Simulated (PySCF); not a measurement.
Compound: C3H4FN.
Geometry (GFN2-xTB, Å), atoms numbered from 1 in this order:
```
atom  x, y, z in Å
C1     1.7038    0.3960    0.3505
N2     0.5744    0.5951   -0.1785
C3    -0.4714   -0.2621   -0.0278
C4    -1.6620   -0.0613   -0.5797
F5    -0.2697   -1.3813    0.7336
H6     1.9588   -0.4646    0.9710
H7     2.4733    1.1326    0.1756
H8    -1.8299    0.8132   -1.1772
H9    -2.4638   -0.7616   -0.4382
```

PySCF, density fitting, gas phase, GFN2-xTB geometry. The standard run uses grid level 2 after a coarse-grid start, the def2-universal JK fitting basis (with tight functions added where the orbital basis needs them), an energy threshold of 1e-9 Eh and DIIS. The changed runs have no coarse-grid stage.

Problem. Standard PBE0/pcSseg-1: E = -270.941694 Eh, HOMO -7.433 eV, LUMO -1.601 eV, dipole 0.650 D, 14 cycles (coarse-grid cycles included). What changes at PBE0/pcSseg-1 with: energy threshold 0.1 Eh, at most 87 cycles?

Solution. E = -270.941214 Eh (+0.480 mEh), HOMO -7.405 eV (+0.028), LUMO -1.660 eV (-0.059), dipole 0.384 D (-0.266), 4 SCF cycles. The run passed its loose test with an orbital gradient of 4.5e-02, so the density isn't fully converged and these values shouldn't be used; the total energy moved less than the HOMO energy, as a variational energy errs only to second order in the density.

The cycles:
```
cycle   1  E = -270.8871492706  dE =  6.881e-01  |g| = 5.287e-01  |ddm| = 2.645e+00
cycle   2  E = -270.8313801431  dE =  5.577e-02  |g| = 7.511e-01  |ddm| = 7.794e-01
cycle   3  E = -270.9400034600  dE = -1.086e-01  |g| = 7.636e-02  |ddm| = 4.818e-01
cycle   4  E = -270.9412144564  dE = -1.211e-03  |g| = 4.458e-02  |ddm| = 9.697e-02
```

Problem. What changes at PBE0/pcSseg-1 with: energy threshold 0.1 Eh, at most 87 cycles?

Solution. E = -270.941214 Eh (+0.480 mEh), HOMO -7.405 eV (+0.028), LUMO -1.660 eV (-0.059), dipole 0.384 D (-0.266), 4 SCF cycles. The run passed its loose test with an orbital gradient of 4.5e-02, so the density isn't fully converged and these values shouldn't be used; the total energy moved less than the HOMO energy, as a variational energy errs only to second order in the density.

The cycles:
```
cycle   1  E = -270.8871492706  dE =  6.881e-01  |g| = 5.287e-01  |ddm| = 2.645e+00
cycle   2  E = -270.8313801431  dE =  5.577e-02  |g| = 7.511e-01  |ddm| = 7.794e-01
cycle   3  E = -270.9400034600  dE = -1.086e-01  |g| = 7.636e-02  |ddm| = 4.818e-01
cycle   4  E = -270.9412144564  dE = -1.211e-03  |g| = 4.458e-02  |ddm| = 9.697e-02
```
